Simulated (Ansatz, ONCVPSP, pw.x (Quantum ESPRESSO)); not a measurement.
What a changed setting does to a pw.x run (bcc Ge)

Potential: optimised norm-conserving Vanderbilt (ONCV), ONCVPSP 4.0.1.1 (patched build), PBEsol; core [Ar] 3d10, reference 4s2 4p2; waves: 4s: rc 1.90 bohr, ncon 4, nbas 7, qcut 3.4 1/bohr, 2 projectors, debl 1.9 Ha; 4p: rc 2.50 bohr, ncon 3, nbas 7, qcut 2.8 1/bohr, 1 projector; d scattering state at 0.02 Ha: rc 2.50 bohr, ncon 4, nbas 7, qcut 3.8 1/bohr, 2 projectors, debl 1.7 Ha; local part: polynomial inside 1.50 bohr (lpopt 3, dvloc0 0.5 Ha); core correction: Teter function, fcfact 1.75, rcfact 1.5.

The reference run (k-mesh 14³, cutoffs 75/300 Ry, Fermi–Dirac 0.01 Ry, mixing_beta 0.4, conv_thr 1e-9, no spin) gives -0.54 GPa at 18.298 Å³/atom, where all-electron LAPW gives -0.09 GPa. This run, with its own iteration cap, changes k-mesh shift to 1.

```
&control
  calculation='scf', prefix='x', pseudo_dir='./', outdir='./tmp', tstress=.true., disk_io='none'
/
&system
  ibrav=0, nat=1, ntyp=1, ecutwfc=75, ecutrho=300, nbnd=9,
  occupations='smearing', smearing='fd', degauss=0.01
/
&electrons
  conv_thr=1e-09, mixing_beta=0.4, electron_maxstep=60
/
ATOMIC_SPECIES
Ge 1.0 Ge.UPF
CELL_PARAMETERS angstrom
  -1.66002468 1.66002468 1.66002468
  1.66002468 -1.66002468 1.66002468
  1.66002468 1.66002468 -1.66002468
ATOMIC_POSITIONS crystal
Ge 0.0000 0.0000 0.0000
K_POINTS automatic
14 14 14 1 1 1
```

```bash
pw.x < Ge.scf.in > Ge.scf.out
```

Question: How does the run end?

Answer: It converges in 6 iterations; the free energy moves by +5.2 meV/atom and the pressure by +0.21 GPa.

```
Message from routine setup:
     using ibrav=0 with symmetry is DISCOURAGED, use correct ibrav instead
     lattice parameter (alat)  =       5.4334  a.u.
     unit-cell volume          =     123.4810 (a.u.)^3
     number of electrons       =         4.00
     number of Kohn-Sham states=            9
     kinetic-energy cutoff     =      75.0000  Ry
     charge density cutoff     =     300.0000  Ry
     scf convergence threshold =      1.0E-09
     Exchange-correlation= PBESOL
     number of k points=   100  Fermi-Dirac smearing, width (Ry)=  0.0100
     iteration #  1     ecut=    75.00 Ry     beta= 0.40
     total energy              =      -8.58262739 Ry
     estimated scf accuracy    <       0.00215288 Ry
     iteration #  2     ecut=    75.00 Ry     beta= 0.40
     total energy              =      -8.58238351 Ry
     estimated scf accuracy    <       0.00061687 Ry
     iteration #  3     ecut=    75.00 Ry     beta= 0.40
     total energy              =      -8.58242897 Ry
     estimated scf accuracy    <       0.00000268 Ry
     iteration #  4     ecut=    75.00 Ry     beta= 0.40
     total energy              =      -8.58243018 Ry
     estimated scf accuracy    <       0.00000006 Ry
     iteration #  5     ecut=    75.00 Ry     beta= 0.40
     total energy              =      -8.58243020 Ry
     estimated scf accuracy    <          5.0E-09 Ry
     iteration #  6     ecut=    75.00 Ry     beta= 0.40
     the Fermi energy is     7.9718 ev
!    total energy              =      -8.58243020 Ry
     estimated scf accuracy    <          4.0E-10 Ry
     smearing contrib. (-TS)   =      -0.00208627 Ry
     The total energy is F=E-TS. E is the sum of the following terms:
     one-electron contribution =       3.79283753 Ry
     hartree contribution      =       0.07358033 Ry
     xc contribution           =      -3.16593877 Ry
     ewald contribution        =      -9.28082301 Ry
     convergence has been achieved in   6 iterations
          total   stress  (Ry/bohr**3)                   (kbar)     P=       -3.30
     Message from routine punch:
     Nothing written, as per user request (disk_io='none')
```

The run took about 9.8 s on one core of a shared host (Neoverse-V2, 96 threads, 742 GiB, load 52).
